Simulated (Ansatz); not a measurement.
Cubic perovskite KTaO₃, treated with PBE+SOC in Ansatz (plane waves, PAW).

Run with plane-wave cutoff 520 eV, 8×8×8 k mesh, Fermi–Dirac smearing 0.01 eV, PAW data made under PBE.

Pressure at four volumes; x = ln(V/13.024 Å³). One pressure is withheld.

```csv
V (Å³/atom),x,P (GPa)
12.242,-0.0619,13.37
13.024,0.0000,0.00
13.545,0.0392,-6.76
13.805,0.0582,?
```

### Question
Pass a parabola P(x) through the three rows shown, estimate the bulk modulus and its pressure derivative near zero pressure, and predict the withheld pressure.

### Answer
Slopes between the rows: (0.00 − (13.37))/(0.0000 − (-0.0619)) = -215.99 and (-6.76 − (0.00))/(0.0392 − (0.0000)) = -172.45 GPa. Their difference over the span 0.1011 is c = 43.54/0.1011 = 430.7 GPa, so P(x) = 13.37 + (-215.99)(x − (-0.0619)) + 430.7 (x − (-0.0619))(x − (0.0000)). At the middle row B = −dP/dx = −[-215.99 + 430.7 × 0.0619] = 189.3 GPa, and B′ = dB/dP = 2c/B = 4.6. At x = 0.0582 the parabola gives -9.56 GPa; the run gives -9.62 GPa. The Birch–Murnaghan fit to the energies at all volumes has B0 = 188 GPa and B′ = 4.5.

Measured, for comparison: bulk modulus 220 GPa (temperature not stated, not corrected to a static lattice; as tabulated in Tinte et al. (1998), arXiv:cond-mat/9809379). Computed less measured: bulk modulus -15 %.

Note: the relaxation could not lower the start's symmetry, so the cell can be a saddle point above a distorted one.

Ansatz is an electronic-structure program.
